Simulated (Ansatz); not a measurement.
# CH₄BLi (SMILES [Li][BH]C): one structure at several levels

An exercise on one series of results from a longer session: the logs are not shown, and one member is left open.

Computed with Ansatz 0.2.0, Gaussian basis. Level: single points in def2-TZVPP.

Cores are frozen in the correlated methods. The outer core shell of Li, Na, Mg and K is correlated.

## Where the work starts

SMILES `[Li][BH]C`, 7 atoms, charge 0, spin multiplicity 1.

Atoms are counted from 1 here; the program's logs count them from 0.

Bond lengths: Li1–B2 2.014 Å, B2–C3 1.619 Å, B2–H4 1.018 Å, C3–H5 0.985 Å, C3–H6 1.120 Å, C3–H7 1.105 Å. Angles: Li1–B2–C3 94.2°, Li1–B2–H4 149.2°, C3–B2–H4 116.4°, B2–C3–H5 122.8°, B2–C3–H6 103.0°, B2–C3–H7 105.1°, H5–C3–H6 111.1°, H5–C3–H7 112.3°, H6–C3–H7 99.9°.

Coordinates:

```
Li   -2.1227   -0.1926   -0.7013
B    -0.3928   -0.9313    0.0171
C     0.3768    0.4918   -0.0386
H     0.1281   -1.7118    0.4114
H     0.0401    1.2602   -0.5549
H     0.4984    0.7547    1.0436
H     1.4230    0.2426   -0.2926
```

Set-up of the first run:

run/in.yaml reads:

```yaml
crystal:
  periodic: [false, false, false]
  atoms:
    - {symbol: Li, position_ang: [-2.122700, -0.192600, -0.701300]}
    - {symbol: B, position_ang: [-0.392800, -0.931300, 0.017100]}
    - {symbol: C, position_ang: [0.376800, 0.491800, -0.038600]}
    - {symbol: H, position_ang: [0.128100, -1.711800, 0.411400]}
    - {symbol: H, position_ang: [0.040100, 1.260200, -0.554900]}
    - {symbol: H, position_ang: [0.498400, 0.754700, 1.043600]}
    - {symbol: H, position_ang: [1.423000, 0.242600, -0.292600]}
basis:
  gaussian: {orbitals: def2-TZVPP}
correlation: {method: ccsd_t}
output: {forces: true}
```

No record of the launch command was kept for these runs.

Among the steps run: CCSD(T)/def2-TZVPP; PBE0-D4/def2-TZVPP; wB97M-V/def2-TZVPP; r2SCAN-D4/def2-TZVPP; PBE-D4/def2-TZVPP; SPW92/def2-TZVPP; BHLYP-D4/def2-TZVPP.

One table of the session follows, with a row left open; its other results are not shown here.

| method | RMS force component (eV/Å) | angle to CCSD(T) forces (°) | dipole (D) |
| --- | --- | --- | --- |
| CCSD(T) | 2.724 | reference | 4.49 |
| PBE0-D4 | 2.754 | 1.9 | 4.37 |
| wB97M-V | ? | ? | ? |
| r2SCAN-D4 | 2.716 | 1.9 | 4.40 |
| PBE-D4 | 2.751 | 3.2 | 4.09 |
| SPW92 | 2.833 | 5.6 | 4.15 |
| BHLYP-D4 | 2.683 | 2.9 | 4.49 |

Q: Estimate the row for wB97M-V from the others.

The run gave: RMS force component (eV/Å): 2.693; angle to CCSD(T) forces (°): 1.7; dipole (D): 4.35. In the column «RMS force component (eV/Å)» it lies between BHLYP-D4 (2.683) and r2SCAN-D4 (2.716).
